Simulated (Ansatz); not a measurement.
# H3PO (SMILES O=[PH3]): levels of theory compared

Aim: a comparison of 6 runs (HF/STO-3G, BLYP/STO-3G, PBE0/STO-3G, UPBE/STO-3G, CCSDTQ/STO-3G, FCI/STO-3G) of H3PO. 

The calculation is run with Ansatz 0.2.0.

62 further runs of the same task are left out: 5 that didn't finish, 57 set aside as unsound or not needed.

### 1 The molecule

The species is H3PO (5 atoms), meant as a singlet with charge 0. SMILES: `O=[PH3]`. The P2–O1 distance was set to 3.632 Å, away from the relaxed value. At this shape a bond of the SMILES string is far longer than usual.

Bond lengths: P2–H3 1.388 Å, P2–H4 1.387 Å, P2–H5 1.387 Å. Angles: H3–P2–H4 103.2°, H3–P2–H5 103.0°, H4–P2–H5 103.2°.

### 2 A single-point energy at HF/STO-3G (run 1)

Input file job.yaml:

```yaml
crystal:
  periodic: [false, false, false]
  atoms:
    - {symbol: O, position_ang: [-3.367127, -0.798698, 1.298577]}
    - {symbol: P, position_ang: [-0.058510, -0.014650, 0.022530]}
    - {symbol: H, position_ang: [0.807060, 0.564860, 0.939400]}
    - {symbol: H, position_ang: [0.663660, -1.098320, -0.454890]}
    - {symbol: H, position_ang: [-0.030250, 0.876380, -1.039990]}
basis:
  gaussian:
    orbitals: STO-3G
hamiltonian:
  xc: hf
accuracy: high
```

Run with:

```
$ ansatz run job.yaml --threads 1 --pin off --max-ram 2610MiB --events-out events.jsonl --progress --plain --runs-dir runs
```

Log:

```text
Warning: RAYON_NUM_THREADS=1 ignored (pool sized by the plan → 1); use --threads N
Functional definition: HF
  name "HF"
  exchange = exact_x
  correlation = 0
262 factors; integrals over basis functions are off by at most 2.4e-8 eV
mean field evaluation 1: about -11171.9367 eV, gradient 2.0e1 eV
mean field evaluation 2: about -11171.9320 eV, gradient 2.0e1 eV
mean field evaluation 4: about -11171.9708 eV, gradient 1.6e1 eV
mean field evaluation 8: about -11218.8680 eV, gradient 1.1e0 eV
mean field evaluation 16: about -11218.8711 eV, gradient 3.5e-5 eV
mean field evaluation 32: about -11218.8997 eV, gradient 6.1e-2 eV
mean field evaluation 64: about -11218.8699 eV, gradient 7.8e-1 eV
mean field evaluation 96: about -11218.8711 eV, gradient 1.1e-5 eV
mean field -11218.92827316 eV, -412.2880095760 hartree, gradient 1.8e-8 eV, S^2 0.000000; 4 other end points of the search recorded, 0 dependent functions left out
reference -11218.92827316 eV, -412.2880095760 hartree; 13, 13 occupied and 4, 4 virtual orbitals, 262 factors
Total energy: -11218.92827316 eV, -412.2880095760 hartree
```

Wall time 0.16 s (1 thread of Arm Neoverse V1, shared host).

### 3 The energy at BLYP/STO-3G (run 2)

Edit job.yaml of step 2 so:

```diff
@@ -1 +1,3 @@
+basis:
+  gaussian: {orbitals: STO-3G}
 crystal:
@@ -8,7 +10,3 @@
     - {symbol: H, position_ang: [-0.030250, 0.876380, -1.039990]}
-basis:
-  gaussian:
-    orbitals: STO-3G
-hamiltonian:
-  xc: hf
+hamiltonian: {xc: {name: BLYP}}
 accuracy: high
```

Run with:

```
$ ansatz run job.yaml --threads 1 --pin off --max-ram 2610MiB --events-out events.jsonl --progress --plain --runs-dir runs
```

Log:

```text
Warning: RAYON_NUM_THREADS=1 ignored (pool sized by the plan → 1); use --threads N
Functional definition: BLYP
  name "BLYP"
  parameter beta = 0.0042
  parameter a = 0.04918
  parameter b = 0.132
  parameter c = 0.2533
  parameter d = 0.349
  exchange = b88_x(beta = beta)
  correlation = lyp_c(a = a, b = b, c = c, d = d)
262 factors; integrals over basis functions are off by at most 2.4e-8 eV
mean field evaluation 1: about -11195.6592 eV, gradient 4.8e1 eV
mean field evaluation 2: about -10711.2184 eV, gradient 2.0e1 eV
mean field evaluation 4: about -11186.3864 eV, gradient 4.1e1 eV
mean field evaluation 8: about -11240.9873 eV, gradient 1.7e-1 eV
mean field evaluation 16: about -11240.9550 eV, gradient 3.4e-8 eV
mean field evaluation 32: about -11240.9136 eV, gradient 1.2e0 eV
mean field -11240.95502827 eV, -413.0974778958 hartree, gradient 3.9e-8 eV, S^2 0.000000; 6 other end points of the search recorded, 0 dependent functions left out
reference -11240.95506428 eV, -413.0974792195 hartree; 13, 13 occupied and 4, 4 virtual orbitals, 262 factors
Total energy: -11240.95506428 eV, -413.0974792195 hartree
```

Wall time 2.3 s (1 thread of Arm Neoverse V1, shared host).

Run 3 isn't shown in full; the table further down has it.

### 4 The energy at UPBE/STO-3G (run 4)

Input file run.yaml:

```yaml
crystal:
  periodic: [false, false, false]
  atoms:
    - {symbol: O, position_ang: [-3.367127, -0.798698, 1.298577]}
    - {symbol: P, position_ang: [-0.058510, -0.014650, 0.022530]}
    - {symbol: H, position_ang: [0.807060, 0.564860, 0.939400]}
    - {symbol: H, position_ang: [0.663660, -1.098320, -0.454890]}
    - {symbol: H, position_ang: [-0.030250, 0.876380, -1.039990]}
basis:
  gaussian: {orbitals: STO-3G}
magnetization: {spin_polarized: true}
hamiltonian: {xc: {name: PBE}}
accuracy: high
```

Run with:

```
$ ansatz run run.yaml --threads 1 --pin off --max-ram 2610MiB --events-out events.jsonl --progress --plain --runs-dir runs
```

Log (excerpt; [...] marks lines left out):

```text
Warning: RAYON_NUM_THREADS=1 ignored (pool sized by the plan → 1); use --threads N
Functional definition: PBE
  name "PBE"
[...]
262 factors; integrals over basis functions are off by at most 2.4e-8 eV
[...]
mean field -11237.85850945 eV, -412.9836829282 hartree, gradient 8.9e-8 eV, S^2 0.999771; 8 other end points of the search recorded, 0 dependent functions left out
reference -11237.85851112 eV, -412.9836829897 hartree; 13, 13 occupied and 4, 4 virtual orbitals, 262 factors
Total energy: -11237.85851112 eV, -412.9836829897 hartree
```

Run time: 54 s. Hardware: 1 thread of Arm Neoverse V1, shared host; peak memory 0.12 GiB.

Run 5 isn't shown in full; the table further down has it.

### 5 The energy at FCI/STO-3G (run 6)

Input file input.yaml:

```yaml
crystal:
  periodic: [false, false, false]
  atoms:
    - {symbol: O, position_ang: [-3.367127, -0.798698, 1.298577]}
    - {symbol: P, position_ang: [-0.058510, -0.014650, 0.022530]}
    - {symbol: H, position_ang: [0.807060, 0.564860, 0.939400]}
    - {symbol: H, position_ang: [0.663660, -1.098320, -0.454890]}
    - {symbol: H, position_ang: [-0.030250, 0.876380, -1.039990]}
basis:
  gaussian:
    orbitals: STO-3G
magnetization:
  spin_polarized: false
  initial_magnetization: 0
correlation:
  method: fci
  frozen_orbitals: {H: 0, O: 1, P: 5}
accuracy: high
```

Run with:

```
$ ansatz run input.yaml --threads 1 --pin off --max-ram 2610MiB --events-out events.jsonl --progress --plain --runs-dir runs
```

Log (excerpt; [...] marks lines left out):

```text
Warning: RAYON_NUM_THREADS=1 ignored (pool sized by the plan → 1); use --threads N
[... 2 set-up lines as earlier in the session ...]
[...]
262 factors; integrals over basis functions are off by at most 2.4e-8 eV
[...]
mean field -11218.92827316 eV, -412.2880095760 hartree, gradient 1.8e-8 eV, S^2 0.000000; 8 other end points of the search recorded, 0 dependent functions left out; unrestricted orbitals would lower it
determinant -11218.92827316 eV, -412.2880095760 hartree, with singles and doubles -11221.76936344 eV, -412.3924177178 hartree
determinant -11218.87107750 eV, -412.2859076741 hartree, with singles and doubles -11221.70632906 eV, -412.3901012473 hartree
determinant -11218.92827316 eV, -412.2880095760 hartree, with singles and doubles -11221.77704962 eV, -412.3927001799 hartree
determinant -11218.87107750 eV, -412.2859076741 hartree, with singles and doubles -11221.73956511 eV, -412.3913226496 hartree
unrestricted determinant -11221.48110580 eV, -412.3818244450 hartree, S^2 1.0000
6 core orbitals not correlated: weight in the atoms' cores, before any rotation towards them, 1.000 or more for the frozen orbitals, at most 0.000 for the correlated occupied ones
reference -11218.92827316 eV, -412.2880095760 hartree; 7, 7 occupied and 4, 4 virtual orbitals, 262 factors
state -11221.78399100 eV, -412.3929552710 hartree
Total energy: -11221.78399100 eV, -412.3929552710 hartree
```

It took 1.7 s on 1 thread of Arm Neoverse V1, shared host; peak memory 0.091 GiB.

### 6 Overview of the runs

| run | level | frozen core orbitals | energy (Eh) | wall time |
| --- | --- | --- | --- | --- |
| 1 | HF/STO-3G | – | -412.288010 | 0.16 s |
| 2 | BLYP/STO-3G | – | -413.097479 | 2.3 s |
| 3 | PBE0/STO-3G | – | -412.971603 | 2.5 s |
| 4 | UPBE/STO-3G | – | -412.983683 | 54 s |
| 5 | CCSDTQ/STO-3G | 6 | -412.392955 | 12 s |
| 6 | FCI/STO-3G | 6 | -412.392955 | 1.7 s |

### 7 Summary of results

```
                                          quantity          value
                               run 6: total energy  -412.39296 Eh
run 6: correlation energy (6 core orbitals frozen)     -104.9 mEh
```

In words: Against full CI in this basis: HF +104.9 mEh; CCSDTQ +0.0 mEh. Totals of different functionals can't be ranked against each other. In run 5 the log says that unrestricted orbitals would lower the reference, so the values rest on an unstable closed-shell determinant (other closed-shell runs at this shape may share the fault). In runs 1, 2, 3, 4, 5, 6 the basis is minimal, so the values are rough. In runs 1, 2, 3 a closed-shell determinant meets a far-stretched bond, which it describes badly. Spin contamination of the reference: run 4 ⟨S²⟩ = 1.00. Where it is this large, the reference is a mixture of spin states, and values that rest on it are in doubt. All runs together took 73 s, the longest 54 s.
